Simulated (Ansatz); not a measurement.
One change: `CC(O)(F)C=O` becomes `CC(O)(F)S`.

Ansatz, PBE0-D4/def2-TZVP geometries, multiplicity 1. Each molecule was computed in one conformer, which needn't be the lowest.

```tsv
property	`CC(O)(F)C=O`
size of the dipole moment (B3LYP/def2-TZVPP) / D	2.13
LUMO energy (ωB97M-V/def2-TZVPP) / eV	0.72
size of the dipole moment (PBE/def2-TZVPP) / D	1.95
HOMO energy (PBE0/def2-TZVPP) / eV	-8.28
HOMO–LUMO gap (PBE0/def2-TZVPP) / eV	6.65
HOMO–LUMO gap (ωB97M-V/def2-TZVPP) / eV	11.40
```

(1) Give the same properties after the change, and the shifts. (An estimate is asked.)

## Answers

(1) Ansatz gave: 
| property | `CC(O)(F)S` | shift |
| --- | --- | --- |
| size of the dipole moment (B3LYP/def2-TZVPP) / D | 0.58 | -1.55 |
| LUMO energy (ωB97M-V/def2-TZVPP) / eV | 1.87 | 1.15 |
| size of the dipole moment (PBE/def2-TZVPP) / D | 0.48 | -1.47 |
| HOMO energy (PBE0/def2-TZVPP) / eV | -7.44 | 0.84 |
| HOMO–LUMO gap (PBE0/def2-TZVPP) / eV | 7.45 | 0.80 |
| HOMO–LUMO gap (ωB97M-V/def2-TZVPP) / eV | 11.58 | 0.18 |

With PBE0 the HOMO rises by 0.84 eV and the LUMO rises by 1.63 eV, so the gap widens by about 0.79 eV. PBE moves the HOMO by 0.54 eV and ωB97M-V by 0.97 eV. Dipoles are sizes alone; their direction can turn.

B3LYP here is the variant with VWN-RPA as its local correlation; programs differ in this.
